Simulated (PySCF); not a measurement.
A single Al atom.

Basis set: cc-pV(T+d)Z (spherical functions). Frozen core: 5 orbitals. Charge 1, multiplicity 1.

Starred EOM-CCSD(T)(a) on the restricted Hartree–Fock determinant with PySCF 2.14.0; the energies are vertical.

(1) The solver was asked for the few lowest roots only. Give the electron affinities of singlet Al(+) among them whose weight of singles is over 0.7 (positive where the electron binds).

## Answers

(1)

```json
{"root": "1", "energy (eV)": "5.94", "weight of singles": "0.96"}
{"root": "2", "energy (eV)": "5.94", "weight of singles": "0.96"}
{"root": "3", "energy (eV)": "5.94", "weight of singles": "0.96"}
```

Higher main lines weren't sought.
